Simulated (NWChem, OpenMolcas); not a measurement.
## C2F3N (cyanotrifluoromethane): the dipole moment, rung by rung

The species is C2F3N (6 atoms), meant as a singlet with charge 0. SMILES: `N#CC(F)(F)F`. Geometry: relaxed at PBE0-D4/def2-TZVP.

Quantity: the dipole moment, in D. The values are calculated.

```csv
level,kind,program,value (D)
HF/cc-pVDZ,Hartree–Fock,NWChem,1.21
SVWN5/cc-pVDZ,LDA,OpenMolcas,1.41
PBE/cc-pVDZ,GGA,NWChem,1.44
M06-L/cc-pVDZ,meta-GGA,OpenMolcas,1.42
TPSS/cc-pVDZ,meta-GGA,NWChem,1.41
PBE0/cc-pVDZ,global hybrid,OpenMolcas,1.33
```

The values span 1.21 to 1.44 D.
